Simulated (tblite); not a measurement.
Compound: C6H (doublet state).
Numbering: `[C:1]#[C:2][C:3]#[C:4][C:5]#[CH:6]` (hydrogens: H7 on C6)
Bond orders are those of one Lewis drawing.

Computed with GFN2-xTB (tblite), gas phase: L-BFGS steps from a force-field or distance-geometry start until the largest atomic force falls under 0.01 eV/Å.

Step 5: E = -354.3994 eV
```
atom  x, y, z in Å  |  force x, y, z in eV/Å
C1     -3.6548   -0.2072    1.1217    0.139  -0.159   0.101
C2     -2.4860   -0.1048    0.7872    0.019   0.296  -0.249
C3     -1.1728   -0.0748    0.4812    0.380  -0.046  -0.036
C4      0.0145   -0.0055    0.1729   -0.294  -0.113   0.163
C5      1.3165    0.0692   -0.1686   -0.070   0.031  -0.034
C6      2.4831    0.1377   -0.4878    0.149   0.013  -0.048
H7      3.5029    0.1905   -0.7627   -0.322  -0.022   0.102
```

Step 6: E = -354.4080 eV
```
atom  x, y, z in Å  |  force x, y, z in eV/Å
C1     -3.6456   -0.2104    1.1222    0.115  -0.174   0.120
C2     -2.4800   -0.0983    0.7806   -0.155   0.313  -0.227
C3     -1.1683   -0.0757    0.4812   -0.048  -0.080   0.082
C4      0.0128   -0.0080    0.1756    0.246  -0.081   0.020
C5      1.3130    0.0702   -0.1695   -0.070   0.023  -0.022
C6      2.4792    0.1374   -0.4868   -0.025   0.006  -0.003
H7      3.4921    0.1898   -0.7594   -0.062  -0.007   0.030
```

Step 7: E = -354.4172 eV
```
atom  x, y, z in Å  |  force x, y, z in eV/Å
C1     -3.6310   -0.2180    1.1253   -0.056  -0.200   0.179
C2     -2.4732   -0.0833    0.7667   -0.198   0.331  -0.235
C3     -1.1627   -0.0784    0.4826   -0.210  -0.084   0.120
C4      0.0163   -0.0130    0.1796    0.195  -0.079   0.027
C5      1.3059    0.0720   -0.1711    0.070   0.011  -0.034
C6      2.4710    0.1370   -0.4847   -0.017   0.010  -0.007
H7      3.4771    0.1887   -0.7545    0.217   0.012  -0.051
```

Question: Estimate the geometry and energy of step 8. (The exact step hangs on the optimiser's Hessian estimate; all steps are aligned on step 7, rigid shifts and turns removed.)

Answer: E = -354.4267 eV, largest force 0.435 eV/Å
```
atom  x, y, z in Å  |  force x, y, z in eV/Å
C1     -3.6206   -0.2290    1.1322   -0.043  -0.179   0.160
C2     -2.4719   -0.0631    0.7496   -0.248   0.274  -0.178
C3     -1.1592   -0.0825    0.4856   -0.383  -0.054   0.131
C4      0.0193   -0.0193    0.1846    0.168  -0.064   0.016
C5      1.3016    0.0737   -0.1732    0.130  -0.015  -0.017
C6      2.4663    0.1370   -0.4839   -0.042   0.009   0.000
H7      3.4679    0.1880   -0.7511    0.419   0.030  -0.113
```

The energy changes by -0.0095 eV. The first-order estimate −F·Δx gives -0.0121 eV and the mean of the old and new forces, exact on a quadratic surface, -0.0093 eV. The step makes an angle of 59° with the force vector and moves no atom by more than 0.026 Å.

What follows is the cost of the whole relaxation. Time: 0.12 s. Hardware: an Arm Neoverse V1 with one thread, shared host with 64 logical CPUs at a one-minute load of 20.
